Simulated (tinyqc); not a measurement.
Inside a calculation. Method: Pariser-Parr-Pople SCF with singles CI, for the molecule C1=CC=C1 (SMILES; centres numbered as the heavy atoms are written). Computed by tinyqc, a small Python program that keeps every step. Settings: charge = 0, gamma = Ohno, start = huckel, damping = 0.3, iteration cap = 89, excitations kept = 6. Command: `OMP_NUM_THREADS=1 python tinyqc.py 29206 29207 out.jsonl` (the two numbers bound the seeds that draw the settings). One thread of a shared host (Intel(R) Xeon(R) Processor @ 2.60GHz), about 0.01 s of CPU time with the checks. Later iterations appear only in the table of the cycle.

## PPP integrals

Centres (angstrom, eV; a flat drawing with bonds scaled to 1.40 angstrom):
```
centre          x          y  core charge z          W   gamma_rr
1C       0.990000   0.000000              1  11.490000  12.310000
2C       0.000000   0.990000              1  11.490000  12.310000
3C      -0.990000   0.000000              1  11.490000  12.310000
4C       0.000000  -0.990000              1  11.490000  12.310000
```

Resonance integrals (eV):
```
i  j       beta
1  2  -2.610000
2  3  -2.610000
3  4  -2.610000
4  1  -2.610000
```

Ohno: gamma = 14.399645/sqrt(R^2 + a^2), a = 2 x 14.399645/(gamma_rr + gamma_ss); H_rr = -W_r - sum_(s != r) z_s gamma_rs; H_rs = beta for bonds.

repulsion gamma_rs (eV), lower triangle:
```
           1C         2C         3C         4C
1C  12.310000
2C   7.892712  12.310000
3C   6.261473   7.892712  12.310000
4C   7.892712   6.261473   7.892712  12.310000
```

core matrix H (eV), lower triangle:
```
            1C          2C          3C          4C
1C  -33.536897
2C   -2.610000  -33.536897
3C    0.000000   -2.610000  -33.536897
4C   -2.610000    0.000000   -2.610000  -33.536897
```

## Starting guess

pi electrons, sum of z_r less the charge = 4

Orbitals of the Hueckel matrix of the beta values.

P at the start, lower triangle:
```
          1C         2C        3C        4C
1C  0.611168
2C  0.185660   1.388832
3C  0.388832   0.814340  0.611168
4C  0.814340  -0.388832  0.185660  1.388832
```

## Iteration 1: Fock matrix

F_rr = H_rr + P_rr gamma_rr / 2 + sum_(s != r) P_ss gamma_rs; F_rs = H_rs - P_rs gamma_rs / 2; E = tr P (H + F) / 2 + core repulsion sum_(r<s) z_r z_s gamma_rs.

F (eV), lower triangle:
```
           1C         2C         3C         4C
1C  -4.025045
2C  -3.342680  -6.644955
3C  -1.217330  -5.823676  -4.025045
4C  -5.823676   1.217330  -3.342680  -6.644955
```

pi energy = -51.561488 eV

## Iteration 1: orbitals and new P

Diagonalise F (the basis is taken as orthonormal) and form P = 2 sum c c over the lowest orbitals; 0.3 of the old P is kept.

orbital energies (eV): -14.501824  -8.876541  -1.793459  3.831824

P after iteration 1, lower triangle:
```
          1C         2C        3C        4C
1C  0.630050
2C  0.160491   1.369950
3C  0.362877   0.839474  0.630050
4C  0.839474  -0.362877  0.160491  1.369950
```

## Iteration 2: Fock matrix

As before.

F (eV), lower triangle:
```
           1C         2C         3C         4C
1C  -4.088656
2C  -3.243353  -6.581344
3C  -1.136073  -5.922862  -4.088656
4C  -5.922862   1.136073  -3.243353  -6.581344
```

pi energy = -51.601722 eV

## Iteration 2: orbitals and new P

As before.

orbital energies (eV): -14.501878  -8.920481  -1.749519  3.831878

P after iteration 2, lower triangle:
```
          1C         2C        3C        4C
1C  0.652243
2C  0.136559   1.347757
3C  0.337215   0.863379  0.652243
4C  0.863379  -0.337215  0.136559  1.347757
```

## Iteration 3: Fock matrix

As before.

F (eV), lower triangle:
```
           1C         2C         3C         4C
1C  -4.163424
2C  -3.148911  -6.506576
3C  -1.055730  -6.017202  -4.163424
4C  -6.017202   1.055730  -3.148911  -6.506576
```

pi energy = -51.646826 eV

## Iteration 3: orbitals and new P

As before.

orbital energies (eV): -14.501846  -8.966527  -1.703473  3.831846

P after iteration 3, lower triangle:
```
          1C         2C        3C        4C
1C  0.676586
2C  0.114499   1.323414
3C  0.311405   0.885427  0.676586
4C  0.885427  -0.311405  0.114499  1.323414
```

## Convergence

Stop when output and input P, before any damping, agree to 1e-7.

Course of the cycle:
```
iteration        E (eV)  largest |P(out) - P(in)|
1          -51.56148816                  3.71e-02
2          -51.60172208                  3.67e-02
3          -51.64682643                  3.69e-02
4          -51.69238426                  3.69e-02
5          -51.73609759                  3.68e-02
6          -51.77651360                  3.62e-02
7          -51.81273470                  3.49e-02
8          -51.84433059                  3.29e-02
9          -51.87125679                  3.06e-02
10         -51.89375368                  2.82e-02
11         -51.91224157                  2.56e-02
...                 ...                       ...
79         -51.98271176                  3.89e-06
80         -51.98271177                  3.42e-06
81         -51.98271177                  3.00e-06
82         -51.98271177                  2.63e-06
83         -51.98271177                  2.30e-06
84         -51.98271177                  2.02e-06
85         -51.98271177                  1.77e-06
86         -51.98271177                  1.55e-06
87         -51.98271177                  1.36e-06
88         -51.98271177                  1.20e-06
89         -51.98271177                  1.05e-06
```

Not converged within 89 iterations: the residual falls steadily but slowly, by a factor of about 0.88 a step. Reruns (cap 100 unless said): damping 0.5: not converged; damping 0: converged in 74 (E = -51.98271); the original settings with a cap of 400: converged in 107 (E = -51.98271).
